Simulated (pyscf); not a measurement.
CH₄ + SnH₂ [singlet] -> H₃C–SnH₃, an insertion (singlet surface; C–H broken, C–Sn, H–Sn formed). Optimised with ωB97X-D3(BJ)/def2-SVP in PySCF. Correlated levels are frozen-core, on RHF or UHF. ΔMP2 is the change of the MP2 total energy from the triple- to the quadruple-zeta basis. Energies in kJ/mol from the separated reactants.

AM1 to PM7: differences of heats of formation from MOPAC. 

**Question.** Quick PM7 single points give ΔE‡ = 237.9 kJ/mol and ΔE = -72.3 kJ/mol. What does CCSD(T)/def2-TZVPP + ΔMP2(QZVPP) give, and how far is the quick result from it?

**Answer.** CCSD(T)/def2-TZVPP + ΔMP2(QZVPP) gives ΔE‡ = 174.4 kJ/mol and ΔE = -58.8 kJ/mol. PM7 lies 63.5 kJ/mol over it in the barrier and 13.5 kJ/mol under it in the reaction energy, so on this step it does not hold to within 12.6 kJ/mol. CCSD(T)/def2-TZVPP + ΔMP2(QZVPP) has limits of its own. On the reactant side the descent ends in a complex, 17.8 kJ/mol under the separated species and 209.6 kJ/mol under the saddle at ωB97X-D3(BJ)/def2-TZVP. At ωB97X-D3(BJ) the barrier from the zero used here is 191.7 kJ/mol. One saddle was located; it need not be the lowest between these sides. The CCSD(T) − MP2 part came from Ansatz, without density fitting, on the same reference. The frozen core leaves the outer d or s,p core shells of the metals and heavy elements correlated in the MP2 and CC values, and def2-TZVPP describes them poorly, which can shift differences by a few kcal/mol. Elements past Kr carry the def2 core potentials, without spin-orbit coupling.
